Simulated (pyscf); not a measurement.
Four-centre exchange: HO–Zn–Cl + H₂Se → HO–SeH + Cl–ZnH

Gas phase, singlet surface, charge 0. Bonds broken: O1–Zn2, Se5–H6. Bonds formed: O1–Se5, Zn2–H6. Optimised with ωB97X-D3(BJ)/def2-SVP in PySCF.

Transition state (Å):

```xyz
7

O     -0.6686    -0.1039    -1.2366
Zn     0.4081     0.6377     0.1557
Cl     0.9349     2.3919     1.2204
H     -1.5177     0.2643    -1.5310
Se    -0.8187    -1.9099    -0.0424
H      0.6985    -1.1105     0.1307
H     -2.0027    -1.8596    -0.9661
```

One imaginary mode, 476i cm⁻¹; descent along it reached the two sides named, in the forms told below.

| bond | change | reactant side (Å) | saddle | product side |
|---|---|---|---|---|
| O1–Zn2 | breaks | 1.812 | 1.910 | 2.120 |
| Se5–H6 | breaks | 1.466 | 1.724 | 4.3 |
| O1–Se5 | forms | 3.1 | 2.170 | 1.817 |
| Zn2–H6 | forms | 3.1 | 1.772 | 1.541 |

Electronic energies relative to the separated reactants (kcal/mol):

```csv
level,barrier,reaction energy,reverse barrier
ωB97X-D3(BJ)/def2-TZVP,48.8,+32.7,16.1
PBE/def2-TZVP,43.2,+30.6,12.6
r²SCAN/def2-TZVP,45.3,+33.3,12.0
B3LYP-D3(BJ)/def2-TZVP,47.2,+31.6,15.6
PBE0-D3(BJ)/def2-TZVP,46.5,+32.5,14.0
M06-2X/def2-TZVP,47.7,+34.6,13.2
ωB97M-D3(BJ)/def2-TZVP,50.8,+32.1,18.7
HF/def2-TZVP,68.1,+35.6,32.5
```

With ωB97M-D3(BJ)/def2-TZVP energies and thermal terms (ideal gas, 1 atm, RRHO with modes under 100 cm⁻¹ raised to 100, one conformer, R ln 2 for chiral ones without a mode under 150 cm⁻¹), in kcal/mol:

| T (K) | ΔH‡ | ΔG‡ | ΔH | ΔG |
|---|---|---|---|---|
| 298 | 50.8 | 62.0 | +32.2 | +32.3 |
| 600 | 50.9 | 73.3 | +32.2 | +32.5 |
| 900 | 51.5 | 84.3 | +32.5 | +32.6 |
| 1200 | 52.2 | 95.2 | +32.8 | +32.6 |

On the reactant side the descent ends in an adduct with a Se–Zn contact, 13.2 kcal/mol under the separated species and 62.0 kcal/mol under the saddle at ωB97X-D3(BJ)/def2-TZVP. On the product side the descent ends in an adduct with a O–Zn contact (not fully relaxed), 12.0 kcal/mol under the separated species and 28.0 kcal/mol under the saddle at ωB97X-D3(BJ)/def2-TZVP. What is counted as broken (O–Zn) persists as a longer contact in the product adduct; parting that adduct is a step of its own. The same reactants have a lower exit, to H₂O + Cl–Zn–SeH (barrier -4.7 kcal/mol at ωB97M-D3(BJ)/def2-TZVP, against +50.8 kcal/mol here). This is the saddle that the search found; another between the same sides may lie lower. Elements up to Kr have no core potential and no relativistic terms here.
